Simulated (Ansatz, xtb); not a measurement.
Ranking isomers of HLiNSi

3 gas-phase structures of HLiNSi, found in a search over its isomers (lower ones may exist). Each was relaxed with GFN2-xTB:

A. a doublet given by its coordinates
B. `[H]/N=[Si]\[Li]`, a doublet
C. a doublet given by its coordinates

C (Å):

| atom | x (Å) | y (Å) | z (Å) |
| --- | --- | --- | --- |
| Li | -2.1547 | -2.7575 | -0.4220 |
| N | -0.8478 | -1.8236 | 0.6420 |
| Si | -1.5861 | -2.5522 | 1.9410 |
| H | -0.0537 | -1.2095 | 0.7923 |

Close contacts (Å): Li1–N2 1.93, Li1–Si3 2.44, N2–Si3 1.66, N2–H4 1.01.

A (Å):

```
atom    x (Å)    y (Å)    z (Å)
  Li  -2.1100  -3.8244  -0.0192
   N  -1.2752  -2.8520   1.1647
  Si  -0.9681  -1.3971   0.5527
   H  -0.2681  -0.2756   1.2534
```

Close contacts (Å): Li1–N2 1.74, Li1–Si3 2.74, N2–Si3 1.61, Si3–H4 1.50.

Q: Make a reasoned guess at their ranking by r2SCAN-D4/def2-SVP single-point energy.

A: Calculated order at r2SCAN-D4/def2-SVP: C (0.0), A (25.5), B (30.2) kcal/mol.

Energies above the lowest of each column, in kcal/mol:

| structure | GFN2-xTB | HF/STO-3G | r2SCAN-D4/def2-SVP |
| --- | --- | --- | --- |
| C | 0.0 | 0.0 | 0.0 |
| A | 9.1 | 40.0 | 25.5 |
| B | 7.8 | 36.1 | 30.2 |

Every level run on C puts it lowest or level with the lowest. Frequencies (B3LYP-D3(BJ)/def2-SVP) were run for C alone. Open shells are spin-unrestricted, some with notable spin contamination.

Programs: Ansatz 0.2.0, xtb 6.7.1.
